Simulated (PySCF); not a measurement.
Compound: P2.
InChI=1S/P2/c1-2

Method: PBE0-D3(BJ)/def2-TZVP geometry optimisation, gas phase in PySCF.

Take the most abundant isotopes and a rigid rotor. 

Q: What are the moment of inertia and the rotational constant?

A: I = 54.843 u·Å², B = 505379 MHz·u·Å²/I = 9215 MHz (0.3074 cm⁻¹, or 0.442 K as hB/k). For two atoms I = μr² with μ = 15.4869 u and r = 1.8818 Å.

Q: List the first levels of a rigid rotor in a Σ state.

A: E(J) = BJ(J+1): J = 1: 0.615, J = 2: 1.844, J = 3: 3.689, J = 4: 6.148, J = 5: 9.221, J = 6: 12.910 cm⁻¹.

Q: Has it a pure rotational spectrum?

A: Not by electric dipole: D∞h allows no dipole (computed 0.00 D). Rotational Raman lines (ΔJ = 2) lie at B(4J + 6), spaced by 4B = 1.230 cm⁻¹, with nuclear-spin weights that differ between even and odd J.

Q: Estimate the classical rotational partition function at 10 K, 50 K and 298.15 K.

A: Point group D∞h, symmetry number σ = 2; q = kT/(σhB), k/h = 20836.6 MHz/K: 11.3 at 10 K, 56.5 at 50 K, 337 at 298.15 K.

Stationary, but not proved a minimum. Zero-point vibration and centrifugal distortion are left out.

Time: 8.8 s wall; peak memory 0.30 GiB. Hardware: one thread of an Arm Neoverse N1, no GPU (shared host). This is the geometry optimisation.
